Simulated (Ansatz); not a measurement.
Input file:

```yaml
crystal:
  periodic: [false, false, false]
  atoms:
    - {symbol: C, position_ang: [0.000000, 0.000000, -0.135467]}
    - {symbol: P, position_ang: [0.000000, 0.000000, -1.666067]}
    - {symbol: H, position_ang: [0.000000, 0.000000, 1.801533]}
basis:
  gaussian: {orbitals: 6-31G}
correlation: {method: fci, electrons: outside_noble_gas}
```

```sh
$ ansatz run in.yaml --threads 1 --pin off --events-out ev --progress --plain --max-ram 2393MiB
```

Output:

```
503 factors; integrals over basis functions are off by at most 5.8e-8 eV
mean field evaluation 1: about -10309.4357 eV, gradient 8.6e0 eV
mean field evaluation 2: about -10309.4404 eV, gradient 8.6e0 eV
mean field evaluation 4: about -10309.8979 eV, gradient 2.9e0 eV
mean field evaluation 8: about -10309.9325 eV, gradient 3.7e-4 eV
mean field -10309.93249019 eV, -378.8830306913 hartree, gradient 2.4e-6 eV, S^2 0.000000; 0 other end points of the search recorded, 0 dependent functions left out; unrestricted orbitals would lower it
mean field evaluation 16: about -10311.1675 eV, gradient 1.3e0 eV
unrestricted determinant -10311.24039189 eV, -378.9310951920 hartree, S^2 1.5074
6 core orbitals not correlated: weight in the atoms' cores, before any rotation towards them, 1.000 or more for the frozen orbitals, at most 0.000 for the correlated occupied ones
reference -10309.93249019 eV, -378.8830306913 hartree; 5, 5 occupied and 13, 13 virtual orbitals, 503 factors
state -10316.13633253 eV, -379.1110176920 hartree
Total energy: -10316.13633253 eV, -379.1110176920 hartree
```

Natural occupations: 1.9826 1.9529 1.8892 1.8892 1.7973 0.2074 0.1092 0.1092 0.0262 0.0086 0.0069 0.0069 0.0051 0.0029 0.0023 0.0023 0.0015 0.0005.

Ran on 1 thread of Arm Neoverse V1, shared host: 1.9 min wall, 1.2 GiB peak host memory.
